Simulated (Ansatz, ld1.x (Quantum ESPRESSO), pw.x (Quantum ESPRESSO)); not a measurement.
hydrogen (H): does the TM potential hold in the solid?

hydrogen, norm-conserving Troullier–Martins (Kleinman–Bylander form), made with ld1.x (Quantum ESPRESSO) 7.5 (PBEsol, scalar-relativistic). Core none, reference 1s1. Waves: 2p channel at 0.05 Ry: rc 1.50 bohr; 1s (bound): rc 1.45 bohr. Local part: the s channel. Core correction: none.

Crystal test: fcc H in pw.x 7.5, no spin, 18³ k-points, Fermi–Dirac smearing 0.01 Ry, cutoffs 40/160 Ry. The reference is all-electron LAPW (Ansatz 0.2.0) with the same functional, mesh and smearing; V0 and B0 come from Birch–Murnaghan fits to the pressures at five volumes. Errors are pseudo minus all-electron; Δ is the rms difference of the E(V) curves that follow from these fits, minima aligned, over ±6 % about the mean V0. Mesh and smearing are coarse, so the numbers serve the comparison and aren't converged zero-temperature values; the lattice is a test structure that the element need not adopt.

```csv
V (Å³/atom),P all-electron (GPa),P pseudo (GPa)
2.771,6.23,8.38
2.844,2.90,4.89
2.917,-0.10,1.76
2.990,-2.80,-1.06
3.063,-5.23,-3.61
```

All-electron: a0 = 2.267 Å (V0 = 2.91 Å³/atom), B0 = 114.1 GPa.

Pseudopotential: mean pressure error (GPa): +1.87; a0 (Å): 2.280; a0 error (%): +0.54; B0 error (%): -0.7; Δ (meV/atom): 1.2. This is a poor potential for the solid.

**Question.** At the middle volume, how do free energy and pressure move when the wave cutoff is lowered (ecutrho kept at four times it)?

**Answer.**

| cutoff (Ry) | shift of F (meV/atom) | shift of P (GPa) |
| --- | --- | --- |
| 18 | +98.1 | -12.29 |
| 24 | +23.3 | -4.76 |
| 32 | +2.2 | -0.77 |

The run at the middle volume (195 k-points, 3 iterations) took about 1 s on one core of a shared host (Neoverse-V1, 32 threads, 247 GiB, load 10).
